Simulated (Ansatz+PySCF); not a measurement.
Values are calculated unless marked as measured or tabulated.
A run of PySCF 2.14.0 on triplet HClO at this shape:

```json
{"atom": "Cl", "x (Å)": "0.0188", "y (Å)": "-0.8173", "z (Å)": "0.0000"}
{"atom": "H", "x (Å)": "-0.4705", "y (Å)": "0.5695", "z (Å)": "0.0000"}
{"atom": "O", "x (Å)": "0.0188", "y (Å)": "1.6656", "z (Å)": "0.0000"}
```

Its results:

```yaml
Converged: yes
Reference_energy: -534.86753 hartree
Correlation_energy: -0.37231 hartree
Total_energy: -535.23984 hartree
Spin_squared_of_the_determinant: 2.034
```

Which input gives this output? Name the method, the orbitals and the basis set, and write the input.

UHF-MP2 in cc-pVTZ on H, O; cc-pV(T+d)Z on Cl.

```python
from pyscf import gto, scf, mp

# the (T+d) and (D+d) sets load through basis_set_exchange
mol = gto.M(atom="""
Cl 0.018820 -0.817300 0.000000
H -0.470490 0.569480 0.000000
O 0.018820 1.665580 0.000000
""", basis={'Cl': 'cc-pv(t+d)z', 'H': 'cc-pvtz', 'O': 'cc-pvtz'}, charge=0, spin=2)
mf = scf.UHF(mol)
mf.kernel()
pt = mp.MP2(mf, frozen=6).run()
print(mf.e_tot, pt.e_corr, pt.e_tot)
```
